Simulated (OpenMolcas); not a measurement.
# A workflow on Cl2 (chlorine)

Aim: a series of 12 runs (HF/cc-pVTZ, CASSCF(14,8)/cc-pVTZ, CASPT2[IPEA 0.1](14,8)/cc-pVTZ, CASPT2[IPEA 0.15](14,8)/cc-pVTZ, CASPT2[IPEA 0](14,8)/cc-pVTZ, CASPT2(14,8)/cc-pVTZ, MC-PDFT[ftBLYP](14,8)/cc-pVTZ, RASSCF(14,8)/cc-pVTZ, and more) of Cl2. 

Program for the calculation: OpenMolcas 26.06.

1 further run of the same task is left out (it didn't finish).

### 1 The structure to begin with

Cl2 has 2 atoms, charge 0, and is taken as a singlet. As SMILES, `ClCl`. The shape is that of a PBE0-D4/def2-TZVP optimisation.

Bond lengths: Cl1–Cl2 1.982 Å.

### 2 The energy at HF/cc-pVTZ (RICD fitting) (run 1)

File coord.xyz:

```xyz
2

Cl     0.845690    -0.281600     0.433600
Cl    -0.845690     0.281600    -0.433600
```

File step1.inp:

```
* Cl2 Hartree-Fock
&GATEWAY
COORD
coord.xyz
BASIS
cc-pVTZ
GROUP
NoSym
RICD
&SEWARD
&SCF
PRORBITALS
1 1
```

Command:

```
$ export MOLCAS_MEM=1860
$ pymolcas step1.inp > step1.log
```

What it wrote:

```text
--- Start Module: gateway ---
[...]
--- Stop Module: gateway /rc=_RC_ALL_IS_WELL_ ---
--- Start Module: seward ---
[...]
      Basis functions           68
--- Stop Module: seward /rc=_RC_ALL_IS_WELL_ ---
--- Start Module: scf ---
[...]
       Convergence after   9 Iterations
[...]
::    Total SCF energy                               -918.9983717411
[...]
      Total spin, S                                     0.0000000000
[...]
      Total electronic charge=   34.000000
      Total            charge=   -0.000000
[...]
      Dipole Moment (debye):
      Origin of the operator (angstrom)=   -0.0000    0.0000    0.0000
                   X=  1.3369E-12               Y=  1.5492E-12               Z= -1.0777E-12           Total=  2.3127E-12
      Quadrupole Moment (debye*angstrom):
[...]
--- Stop Module: scf /rc=_RC_ALL_IS_WELL_ ---
[...]
```

It took 1.9 s on 1 thread of Arm Neoverse V2, shared host; peak memory 0.084 GiB.

### 3 The vertical excitations at CASSCF(14,8)/cc-pVTZ (RICD fitting, 3 states averaged) (run 2)

coord.xyz is that of step 2.

File step2.input:

```
* Cl2 CASSCF

&GATEWAY
 Coord=coord.xyz
 Basis=cc-pVTZ
 Group=NoSym
 RICD

&SEWARD

&RASSCF
 FileOrb=$CurrDir/step1.ScfOrb
 Spin=1
 Nactel=14 0 0
 Inactive=10
 Ras2=8
 CIRoot=3 3 1
 OrbListing=Few
```

Command:

```
$ export MOLCAS_MEM=1860
$ pymolcas step2.input > step2.log
```

What it wrote:

```text
--- Start Module: gateway ---
[...]
--- Start Module: seward ---
[...]
      Basis functions           68
[...]
      Number of active orbitals                  8
[...]
      Spin quantum number                      0.0
[...]
      Active orbitals                            8
[...]
      Number of CSFs                            36
[...]
      Number of root(s) required                 3
[...]
      Convergence after  9 iterations
[...]
      printout of CI-coefficients larger than  0.05 for root  1
      energy=    -919.016368
      conf/sym  11111111     Coeff  Weight
             1  22222220  -0.98741 0.97499
            31  22022222   0.14659 0.02149
[...]
      Natural orbitals and occupation numbers for root  1
      sym 1:   1.999508   1.998532   1.956836   1.999673   1.999673   1.998162   1.998162   0.049455
      Natural orbitals and occupation numbers for root  2
      sym 1:   2.000000   2.000000   1.954413   1.954413   2.000000   2.000000   1.045587   1.045587
      Natural orbitals and occupation numbers for root  3
      sym 1:   2.000000   2.000000   1.954413   2.000000   1.954413   1.045587   2.000000   1.045587
      ************************************************************************************************************************
      *                                                    Final results                                                     *
[...]
::    RASSCF root number  1 Total energy:   -919.01636785
::    RASSCF root number  2 Total energy:   -918.85532612
::    RASSCF root number  3 Total energy:   -918.85532612
[...]
      Dipole Moment (debye):
      Origin of the operator (angstrom)=   -0.0000    0.0000    0.0000
                   X= -2.2950E-11               Y= -1.2843E-12               Z= -1.3871E-12           Total=  2.3028E-11
      Quadrupole Moment (debye*angstrom):
[...]
```

It took 3 s on 1 thread of Arm Neoverse V2, shared host; peak memory 0.086 GiB.

The roots found:

| excited state | energy (eV) |
| --- | --- |
| 1 | 4.382 |
| 2 | 4.382 |

Runs 3 to 11 aren't shown in full; the table further down has their settings and results.

### 4 The vertical excitations at PC-NEVPT2(14,8)/cc-pVTZ (RICD fitting, pt2 variant QD-PC-NEVPT2, 3 states averaged) (run 12)

coord.xyz is that of step 3.

File step12.input:

```
* Cl2 NEVPT2
>>> EXPORT MOLCAS_PRINT=2

&GATEWAY
 Coord=coord.xyz
 Basis=cc-pVTZ
 Group=NoSym
 RICD

&SEWARD

&RASSCF
 FileOrb=$CurrDir/step2.RasOrb
 Spin=1
 Nactel=14 0 0
 Inactive=10
 Ras2=8
 CIRoot=3 3 1
 OrbListing=Few

&CASPT2
 PC-NEVPT2
 Multistate=all
```

Command:

```
$ export MOLCAS_MEM=1860
$ pymolcas step12.input > step12.log
```

What it wrote:

```text
--- Start Module: gateway ---
[...]
      Basis functions           68
[...]
--- Start Module: rasscf ---
[...]
      Number of active orbitals                  8
[...]
      Spin quantum number                      0.0
[...]
      Active orbitals                            8
[...]
      Number of CSFs                            36
[...]
      Number of root(s) required                 3
[...]
      Convergence after  4 iterations
[...]
      printout of CI-coefficients larger than  0.05 for root  1
      energy=    -919.016368
      conf/sym  11111111     Coeff  Weight
             1  22222220  -0.98741 0.97499
            31  22022222   0.14659 0.02149
[...]
      Natural orbitals and occupation numbers for root  1
      sym 1:   1.999508   1.998532   1.956836   1.999673   1.999673   1.998162   1.998162   0.049455
      Natural orbitals and occupation numbers for root  2
      sym 1:   2.000000   2.000000   1.954413   2.000000   1.954413   2.000000   1.045587   1.045587
      Natural orbitals and occupation numbers for root  3
      sym 1:   2.000000   2.000000   1.954413   1.954413   2.000000   1.045587   2.000000   1.045587
      ************************************************************************************************************************
      *                                                    Final results                                                     *
[...]
::    RASSCF root number  1 Total energy:   -919.01636785
::    RASSCF root number  2 Total energy:   -918.85532612
[...]
      Total electronic charge=   34.000000
      Total            charge=   -0.000000
[...]
::    QD-PC-NEVPT2 Root  3     Total energy:   -919.19473590
[...]
::    QD-SC-NEVPT2 Root  1     Total energy:   -919.33741628
::    QD-SC-NEVPT2 Root  2     Total energy:   -919.18830636
::    QD-SC-NEVPT2 Root  3     Total energy:   -919.18830636
[...]
```

Run time: 5.4 s. Hardware: 1 thread of Arm Neoverse V2, shared host; peak memory 0.086 GiB.

The roots found:

| excited state | energy (eV) |
| --- | --- |
| 1 | 4.000 |
| 2 | 4.000 |

### 5 All runs side by side

| run | level | starting guess | task | partner | energy (Eh) | dipole moment (D) of the reference | wall time |
| --- | --- | --- | --- | --- | --- | --- | --- |
| 1 | HF/cc-pVTZ (RICD fitting) | – | energy | base | -918.998372 | 0.00 | 1.9 s |
| 2 | CASSCF(14,8)/cc-pVTZ (RICD fitting, 3 states averaged) | orbitals of step 1 | excited | base | -919.016368 | 0.00 | 3 s |
| 3 | CASSCF(14,8)/cc-pVTZ (RICD fitting, PCM benzene, 3 states averaged) | orbitals of step 2 | excited | base | -919.016661 | 0.00 | 4.8 s |
| 4 | CASPT2[IPEA 0.1](14,8)/cc-pVTZ (RICD fitting, ipea shift 0.1 Eh, pt2 variant XDW, real shift 0.2 Eh, 3 states averaged) | orbitals of step 2 | excited | base | -919.386120 | 0.00 | 4.8 s |
| 5 | CASPT2[IPEA 0.15](14,8)/cc-pVTZ (RICD fitting, ipea shift 0.15 Eh, pt2 variant XMS, 3 states averaged, sigma2 shift 0.3) | orbitals of step 2 | excited | base | -919.387381 | 0.00 | 4.2 s |
| 6 | CASPT2[IPEA 0](14,8)/cc-pVTZ (RICD fitting, ipea shift 0 Eh, pt2 variant SS) | orbitals of step 2 | energy | triplet | -919.276447 | 0.00 | 3 s |
| 7 | CASPT2(14,8)/cc-pVTZ (RICD fitting, ipea shift 0.25 Eh, pt2 variant XMS, 3 states averaged) | orbitals of step 2 | excited | base | -919.385922 | 0.00 | 3.9 s |
| 8 | CASSCF(14,8)/cc-pVTZ (RICD fitting, 3 states averaged) | orbitals of step 2 | excited | base | -919.016368 | 0.00 | 2.8 s |
| 9 | MC-PDFT[ftBLYP](14,8)/cc-pVTZ (RICD fitting, 3 states averaged) | orbitals of step 2 | excited | base | -920.557524 | – | 3.6 s |
| 10 | RASSCF(14,8)/cc-pVTZ (RICD fitting, 3 states averaged) | orbitals of step 2 | excited | base | -919.016368 | 0.00 | 2.6 s |
| 11 | CASPT2(14,8)/cc-pVTZ (RICD fitting, ipea shift 0.25 Eh, pt2 variant SS, 3 states averaged, sigma2 shift 0.3) | orbitals of step 2 | excited | rattled | -919.377832 | 0.00 | 4.2 s |
| 12 | PC-NEVPT2(14,8)/cc-pVTZ (RICD fitting, pt2 variant QD-PC-NEVPT2, 3 states averaged) | orbitals of step 2 | excited | base | -919.341723 | 0.00 | 5.4 s |

### 6 Summary of results

```
                                                                          quantity          value
                  run 12, PC-NEVPT2(14,8)/cc-pVTZ: energy of the lowest of 3 roots  -919.34172 Eh
                   run 12, PC-NEVPT2(14,8)/cc-pVTZ: dipole moment (CASSCF density)         0.00 D
run 12, PC-NEVPT2(14,8)/cc-pVTZ: lowest excitation energy within this active space        4.00 eV
                                  energy change from gas to solvent at fixed shape      -0.008 eV
```

In words: The solvent model (PCM, benzene) lowers the energy by 0.01 eV (−0.2 kcal/mol) at the same shape. It holds the electrostatic part alone, without cavity or dispersion terms. All runs together took 44 s, the longest 5.4 s.
